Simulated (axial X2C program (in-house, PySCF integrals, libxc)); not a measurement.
## Outer orbitals of PN⁻ at 1.542 Å, r2SCAN0

All values were computed with an in-house relativistic program for diatomic molecules. Spin-free means the one-electron spin-free X2C Hamiltonian; two-component (2c) means X2C with spin–orbit coupling and atomic mean-field two-electron Coulomb and Gaunt terms, so the difference of the two also holds small scalar two-electron terms. Basis: P dyall-av3z [9s8p3d2f], N dyall-av3z [7s7p3d2f] (cores contracted in-house); Gaussian nuclei, density fitting, unrestricted open shells. Masses: P 30.974 u, N 14.003 u.

The distance is close to the 2c PBE0 minimum; the highest filled and lowest empty levels are listed.

Spin-free orbitals, state M_S = 1/2, Λ = 1 (beyond evenly filled blocks: π+α) (Löwdin shares):

| symmetry | occupied | ε (eV) | atomic character |
| --- | --- | --- | --- |
| σα | yes | -17.56 | 53% N s, 18% P s, 12% P p |
| σβ | yes | -16.80 | 50% N s, 21% P s, 12% P p |
| σα | yes | -7.88 | 40% P s, 23% N p, 16% P p |
| σβ | yes | -7.13 | 38% P s, 23% N p, 17% P p |
| π+α | yes | -3.47 | 60% N p, 32% P p, 3% P d |
| σα | yes | -2.99 | 52% N p, 25% P p, 10% P s |
| π-α | yes | -2.96 | 57% N p, 35% P p, 3% N d |
| σβ | yes | -2.53 | 50% N p, 25% P p, 11% P s |
| π+β | yes | -2.31 | 50% N p, 41% P p, 4% N d |
| π-β | yes | -2.31 | 50% N p, 41% P p, 4% N d |
| π+α | yes | 1.49 | 47% P p, 22% N p, 20% P d |
| π-α | no | 3.20 | 56% P p, 19% P d, 18% N p |
| σα | no | 3.85 | 53% P p, 44% P s |
| σα | no | 3.98 | 44% P s, 38% P p, 13% N p |
| π-β | no | 4.02 | 69% P p, 14% P d, 13% N p |
| π+β | no | 4.02 | 69% P p, 14% P d, 13% N p |

The highest filled level is positive, so this functional does not bind it, and the empty levels of an anion are set by the basis.

Spinors with spin–orbit coupling (state Ω = 1/2):

| ω | occupied | ε (eV) | atomic character | λ mixture |
| --- | --- | --- | --- | --- |
| -1/2 | yes | -17.55 | 53% N s, 18% P s, 12% P p | 100% σ |
| 1/2 | yes | -16.79 | 50% N s, 21% P s, 12% P p | 100% σ |
| -1/2 | yes | -7.88 | 40% P s, 23% N p, 16% P p | 100% σ |
| 1/2 | yes | -7.12 | 38% P s, 23% N p, 17% P p | 100% σ |
| 1/2 | yes | -3.47 | 60% N p, 32% P p, 3% P d | 100% π |
| -1/2 | yes | -2.98 | 52% N p, 25% P p, 10% P s | 100% σ |
| -3/2 | yes | -2.95 | 57% N p, 35% P p, 3% P d | 100% π |
| 1/2 | yes | -2.52 | 50% N p, 25% P p, 11% P s | 100% σ |
| -1/2 | yes | -2.31 | 50% N p, 41% P p, 4% N d | 100% π |
| 3/2 | yes | -2.29 | 50% N p, 41% P p, 4% N d | 100% π |
| 1/2 | yes | 1.49 | 47% P p, 22% N p, 20% P d | 100% π |
| -3/2 | no | 3.21 | 56% P p, 19% P d, 18% N p | 100% π |
| -1/2 | no | 3.86 | 67% P p, 30% P s | 100% σ |
| -1/2 | no | 4.02 | 69% P p, 14% P d, 13% N p | 100% π |
| 3/2 | no | 4.03 | 70% P p, 13% P d, 13% N p | 100% π |

The highest filled level is positive, so this functional does not bind it, and the empty levels of an anion are set by the basis.

Mulliken charges and populations of the two-component result (they depend on the basis, above all on diffuse functions):

P -0.53 e (s 5.86 p 9.38 d 0.25 f 0.03), N -0.47 e (s 3.73 p 3.66 d 0.07 f 0.01). ⟨Lz⟩ = 1.00 ħ and ⟨Sz⟩ = -0.50 ħ (-0.26 and -0.24 on the two atoms), which add up to Ω.

Occupations by symmetry block were frozen at the best pattern of an incomplete PBE0 search. Density functionals use the spin component along the axis (collinear). The highest occupied level is positive at some bond lengths even in Hartree–Fock (under at least one Hamiltonian), so the basis set holds the extra electron there; where that holds at Re the anion is at best weakly bound and its constants depend on the basis. The functionals have no current-density term, which raises determinants with orbital currents, atoms included. The determinant is spin-polarised beyond a pure state at some levels (its spin-free form has ⟨S²⟩ too high), which makes Re and μ there less reliable.
